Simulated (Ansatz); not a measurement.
# LiC (quartet): from Hartree-Fock to the top rungs, def2-QZVPP

The task here is to estimate one member of a computed series from the others.

Computed with Ansatz 0.2.0, Gaussian basis. Level: def2-QZVPP, core rule «outside noble gas», up to 2 orbitals frozen.

Plan: UHF; ROHF; CCSD(T) on UHF.

2 further runs of the same task are left out: 2 set aside as unsound or not needed.

## The system

The geometry is a PBE0/def2-TZVP stationary point (not a proven minimum) of the parent state, kept for this charge and spin.

2 atoms, charge 0, spin multiplicity 4.

Atoms are counted from 1 here; the program's logs count them from 0.

Bond lengths: C1–Li2 2.280 Å.

Set-up of the first run:

File in.yaml:

```yaml
crystal:
  periodic: [false, false, false]
  atoms:
    - {symbol: C, position_ang: [0.000000, 0.000000, 0.000000]}
    - {symbol: Li, position_ang: [0.000000, 0.000000, 2.280000]}
basis:
  gaussian: {orbitals: "def2-QZVPP.json"}
magnetization: {spin_polarized: true, initial_magnetization: 3}
hamiltonian: {xc: hf}
output: {orbitals: {seedname: orbitals}}
```

Command:

```console
ansatz run in.yaml --threads 1 --pin off --events-out ev --progress --plain --max-ram 2393MiB
```

Among the steps run: UHF; ROHF; CCSD(T) on UHF.

One of the session's tables, all rows but one given; the rest of the session is left out.

```
  method  from UCCSD(T) (kJ/mol)
    ROHF                  +315.9
     UHF                       ?
    UMP2                   +51.1
   UCCSD                   +12.3
UCCSD(T)                       0
```

**Question.** Estimate the row for UHF.

The run gave: from UCCSD(T) (kJ/mol): +311.9. In the column «from UCCSD(T) (kJ/mol)» it lies between UMP2 (+51.1) and ROHF (+315.9).
